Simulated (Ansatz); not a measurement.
**C5H10O: how energies converge with the basis set**

Aim: see how fast density functionals converge with the basis set for C5H10O.

The runs use Ansatz 0.2.0, Gaussian basis; one geometry, several basis sets.

Plan: PBE0-D4/def2-SVP; ωB97M-V/def2-SVP; PBE0-D4/def2-QZVPP; ωB97M-V/def2-QZVPP; the functionals' def2-TZVPP values are taken from earlier runs.

1 further run of the same task is left out (it didn't finish).

## (1) Structure used throughout

All runs share one geometry, relaxed beforehand with PBE0-D4 in a triple-zeta def2 set.

SMILES `CCC(=O)CC`, 16 atoms, charge 0, spin multiplicity 1.

Atoms are counted from 1 here; the program's logs count them from 0.

Bond lengths: C1–C2 1.514 Å, C1–H7 1.091 Å, C1–H8 1.091 Å, C1–H9 1.092 Å, C2–C3 1.512 Å, C2–H10 1.097 Å, C2–H11 1.097 Å, C3–O4 1.206 Å, C3–C5 1.512 Å, C5–C6 1.514 Å, C5–H12 1.097 Å, C5–H13 1.097 Å, C6–H14 1.091 Å, C6–H15 1.092 Å, C6–H16 1.091 Å. Angles: C2–C1–H7 110.9°, C2–C1–H8 110.9°, C2–C1–H9 110.8°, H7–C1–H8 107.1°, H7–C1–H9 108.5°, H8–C1–H9 108.5°, C1–C2–C3 113.7°, C1–C2–H10 111.3°, C1–C2–H11 111.4°, C3–C2–H10 107.5°, C3–C2–H11 107.6°, H10–C2–H11 104.9°, C2–C3–O4 121.9°, C2–C3–C5 116.2°, O4–C3–C5 121.9°, C3–C5–C6 113.7°, C3–C5–H12 107.5°, C3–C5–H13 107.6° and more.

## (2) PBE0-D4 in def2-SVP

Input file in.yaml:

```yaml
crystal:
  periodic: [false, false, false]
  atoms:
    - {symbol: C, position_ang: [-2.248584, -1.109952, -0.496805]}
    - {symbol: C, position_ang: [-0.813068, -0.759337, -0.824256]}
    - {symbol: C, position_ang: [-0.132401, 0.073498, 0.238169]}
    - {symbol: O, position_ang: [-0.699225, 0.401516, 1.251144]}
    - {symbol: C, position_ang: [1.299305, 0.471155, -0.040699]}
    - {symbol: C, position_ang: [1.929651, 1.292549, 1.063307]}
    - {symbol: H, position_ang: [-2.309258, -1.672523, 0.435873]}
    - {symbol: H, position_ang: [-2.850160, -0.208997, -0.367902]}
    - {symbol: H, position_ang: [-2.692372, -1.710884, -1.292741]}
    - {symbol: H, position_ang: [-0.206973, -1.661264, -0.974477]}
    - {symbol: H, position_ang: [-0.741778, -0.211601, -1.771860]}
    - {symbol: H, position_ang: [1.311967, 1.010625, -0.995741]}
    - {symbol: H, position_ang: [1.867916, -0.447699, -0.229215]}
    - {symbol: H, position_ang: [1.368175, 2.212239, 1.233600]}
    - {symbol: H, position_ang: [2.958297, 1.556894, 0.811134]}
    - {symbol: H, position_ang: [1.935608, 0.741183, 2.004667]}
basis:
  gaussian: {orbitals: def2-SVP}
hamiltonian: {xc: pbe0, dispersion: d4}
output: {orbitals: {seedname: orbitals}}
```

On the command line:

```bash
> ansatz run in.yaml --threads 2 --pin off --events-out ev --progress --plain --max-ram 22528MiB --backend cpu
```

After this run come: ωB97M-V in def2-SVP; PBE0-D4 in def2-QZVPP; ωB97M-V in def2-QZVPP.

Before running them: what should the planned runs give, taken together? Wanted: PBE0-D4: double and triple zeta above quadruple; ωB97M-V: double and triple zeta above quadruple.

As calculated:

| quantity | value |
| --- | --- |
| PBE0-D4: double and triple zeta above quadruple | 8.57, 0.41 eV |
| ωB97M-V: double and triple zeta above quadruple | 8.99, 0.40 eV |

In words: PBE0-D4 gains 8.16 eV from double to triple zeta, then 0.41 eV more. These are total energies; as a rule much of such shifts cancels in differences, which this series doesn't test. The LUMO of ωB97M-V is positive and keeps falling with the basis (2.24 to 1.64 eV): an unbound level that the basis holds in place.
